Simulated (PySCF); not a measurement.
Dipole moment and polarisability across levels of theory

AlH6NSi.
SMILES: `[AlH2][NH][SiH3]`

PySCF, dipoles from the SCF density, polarisabilities from static response with core orbitals frozen. Geometry: PBE0-D3(BJ)/def2-SVP; no solvent, vibrations or thermal averaging.

Q: Compare the levels for these properties.

A: 

```tsv
level	μ (D)	α (au)	anisotropy (au)
LDA/def2-SVPD	0.859	70.64	24.57
PBE/def2-SVPD	0.866	68.82	23.67
B3LYP/def2-SVPD	0.855	65.71	20.65
PBE0/def2-SVPD	0.861	65.33	20.33
BHandHLYP/def2-SVPD	0.854	62.32	17.69
CAM-B3LYP/def2-SVPD	0.850	64.40	19.04
wB97X-D/def2-SVPD	0.863	64.70	18.77
LC-wPBE/def2-SVPD	0.868	62.86	17.67
HF/def2-SVPD	0.889	58.73	14.23
PBE0/6-31G*	0.965	51.70	22.56
PBE0/6-31+G*	0.856	56.97	21.27
PBE0/def2-SVP	0.955	55.99	23.41
PBE0/aug-cc-pVDZ	0.848	66.72	21.10
PBE0/def2-TZVP	0.927	61.72	20.59
PBE0/def2-TZVPD	0.870	65.86	20.09
PBE0/aug-cc-pVTZ	0.857	66.38	20.29
```

The anisotropy is √(½[(α1 − α2)² + (α2 − α3)² + (α3 − α1)²]). The dipole runs from 0.85 D (PBE0/aug-cc-pVDZ) to 0.97 D (PBE0/6-31G*). No reference polarisability is at hand; against PBE0 in the largest diffuse basis at hand (aug-cc-pVTZ) the other PBE0 rows deviate by 6-31G* -22%, 6-31+G* -14%, def2-SVP -16%, def2-SVPD -2%, aug-cc-pVDZ +1%, def2-TZVP -7%, def2-TZVPD -1%. In one basis (def2-SVPD) the functionals order the polarisability from HF (lowest) to LDA (highest), a spread of 20%. With PBE0 the polarisability is 56.47 au without diffuse functions (mean of 6-31G*, def2-SVP and def2-TZVP) and 64.25 au with them (mean of 6-31+G*, def2-SVPD, aug-cc-pVDZ, def2-TZVPD and aug-cc-pVTZ).
